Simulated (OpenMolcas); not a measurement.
**CHCl3 (chloroform): the vertical energy of the triplet above the singlet from total energies**

The species is CHCl3 (5 atoms), meant as a singlet with charge 0. SMILES: `ClC(Cl)Cl`. The shape is that of a PBE0-D4/def2-TZVP optimisation.

Both states at this one shape; open shells run unrestricted unless said. 1 Eh = 27.2114 eV.

| level | program | singlet CHCl3 (Eh) | triplet CHCl3 (Eh) |
| --- | --- | --- | --- |
| PBE/6-311+G** | OpenMolcas | -1418.727167 | -1418.525734 |
| r2SCAN/6-311+G** | OpenMolcas | -1419.218783 | -1419.008487 |
| B3LYP/6-311+G** | OpenMolcas | -1419.378572 | -1419.160806 |

**Question.** Work out the vertical gap, second state less first, at each level.

**Answer.** 
1. PBE/6-311+G**: -1418.525734 − (-1418.727167) = 0.201433 Eh = 5.48 eV.
2. r2SCAN/6-311+G**: -1419.008487 − (-1419.218783) = 0.210296 Eh = 5.72 eV.
3. B3LYP/6-311+G**: -1419.160806 − (-1419.378572) = 0.217766 Eh = 5.93 eV.

No measured value is set beside it here; the levels span 5.48 to 5.93 eV.
